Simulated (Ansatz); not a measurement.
Geometry optimisation, Ansatz 0.2.0, UKS PBE/def2-SVP.

input.yaml

```yaml
crystal:
  periodic: [false, false, false]
  atoms:
    - { symbol: C, position_ang: [-0.49793, 0.51371, -0.38924] }
    - { symbol: Si, position_ang: [-0.46794, -1.16317, 0.13633] }
    - { symbol: Na, position_ang: [1.97157, -1.5167, 1.38369] }
    - { symbol: H, position_ang: [-1.33129, 0.96109, -0.9139] }
    - { symbol: H, position_ang: [0.3256, 1.20506, -0.21688] }
magnetization:
  spin_polarized: true
  initial_magnetization: 1
basis:
  gaussian: { orbitals: def2-SVP }
hamiltonian:
  xc: pbe
relax:
  f_tol: 0.02
  max_steps: 40
output:
  orbitals: {}
```

Command:

```bash
$ ansatz run input.yaml --threads 1 --pin off --max-ram 2048MiB --backend cpu --events-out ev --progress --plain --runs-dir out
```

Q: Where does it end, and by what steps?

A: The run converged. After 9 steps the energy has fallen by 0.039 eV; Na3 moved furthest, 0.36 Å.

```json
{"step": "0", "energy less start (eV)": "0.0000", "largest force component (eV/Å)": "0.894", "accepted": "yes"}
{"step": "1", "energy less start (eV)": "-0.0229", "largest force component (eV/Å)": "0.319", "accepted": "yes"}
{"step": "2", "energy less start (eV)": "-0.0344", "largest force component (eV/Å)": "0.220", "accepted": "yes"}
{"step": "3", "energy less start (eV)": "0.0387", "largest force component (eV/Å)": "0.663", "accepted": "no"}
{"step": "4", "energy less start (eV)": "-0.0368", "largest force component (eV/Å)": "0.200", "accepted": "yes"}
{"step": "5", "energy less start (eV)": "-0.0383", "largest force component (eV/Å)": "0.273", "accepted": "yes"}
{"step": "6", "energy less start (eV)": "-0.0381", "largest force component (eV/Å)": "0.081", "accepted": "no"}
{"step": "7", "energy less start (eV)": "-0.0393", "largest force component (eV/Å)": "0.044", "accepted": "yes"}
{"step": "8", "energy less start (eV)": "-0.0394", "largest force component (eV/Å)": "0.026", "accepted": "yes"}
{"step": "9", "energy less start (eV)": "-0.0394", "largest force component (eV/Å)": "0.002", "accepted": "yes"}
```

```xyz
5
Properties=species:S:1:pos:R:3
C -0.526 0.583 -0.423
Si -0.296 -1.043 0.180
Na 2.052 -1.836 1.519
H -1.448 0.899 -0.949
H 0.218 1.397 -0.326
```

Whether the end is a true minimum wasn't checked by a vibrational analysis.

The run took 26 s on 1 thread of AMD EPYC 7R43 64-Core Processor (Zen 3) (shared host), peak memory 0.17 GiB.
